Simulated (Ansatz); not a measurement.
## Worked example: correlation energy of CCl, doublet

Geometry: that of the CCl, quartet, kept fixed.

```yaml
atoms:
  - { symbol: C, position_ang: [0.0000, 0.0000, 0.0000] }
  - { symbol: Cl, position_ang: [0.0000, 0.0000, 1.6442] }
```

Basis cc-pVTZ; Ansatz 0.2.0. Correlated methods freeze the noble-gas cores, which leaves 11 electrons in 58 orbitals. R marks a restricted (for open shells ROHF) determinant, U an unrestricted one.

Full CI isn't at hand for all of this; UCCSDT(Q) serves as the reference, and is uncertain by about the last step of the cluster series.

Runs differ by some tens of microhartree through their thresholds and, for an open shell, their frozen cores, so steps under 0.03 kcal/mol mean nothing.

```json
{"level": "UHF", "total energy (hartree)": "-497.258779"}
{"level": "UMP2", "total energy (hartree)": "-497.550541"}
{"level": "UCCSD", "total energy (hartree)": "-497.581170"}
{"level": "UCCSD(T)", "total energy (hartree)": "-497.596879"}
{"level": "UCCSDT", "total energy (hartree)": "-497.598078"}
{"level": "UCCSDT(Q)", "total energy (hartree)": "-497.598989"}
```

What is the correlation energy at UCCSDT(Q), and what share of it do UMP2 and UCCSD(T) recover?

E(corr) = -497.598989 − (-497.258779) = -0.340210 hartree = -9.258 eV. UMP2: -0.291762 / -0.340210 = 85.76 %. UCCSD(T): -0.338100 / -0.340210 = 99.38 %.

By how many kcal/mol does UCCSD(T) miss UCCSDT(Q) (1 hartree = 627.509 kcal/mol), and which steps make up the rest?

-497.596879 − (-497.598989) = 0.002110 hartree = 1.32 kcal/mol. Steps: UCCSDT − UCCSD(T) = -0.75, UCCSDT(Q) − UCCSDT = -0.57 kcal/mol. Differences between like states or geometries often cancel part of this.
